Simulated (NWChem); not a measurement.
System: formaldehyde (CH$_{2}$O); SMILES C=O

NWChem input:

```
start job
memory heap 200 mb stack 900 mb global 1100 mb
geometry units angstroms noautosym nocenter noautoz
  C      0.000000     0.000000     0.518354
  O      0.000000     0.000000    -0.689787
  H      0.000000    -0.952900     1.130045
  H      0.000000     0.952900     1.130045
end
basis spherical
  * library def2-svpd
end
dft
  xc pbe0
  iterations 150
end
property
  response 1 0.0
end
task dft property
```

Geometry: optimised at PBE-D3(BJ)/def2-SVP.

Static field.

Question: Predict the main results of this run. (PBE0/def2-SVPD.) Quantities: isotropic polarisability (bohr³); anisotropy (bohr³).

Answer: The isotropic polarisability (bohr³) is 17.8 and the anisotropy (bohr³) is 8.3.
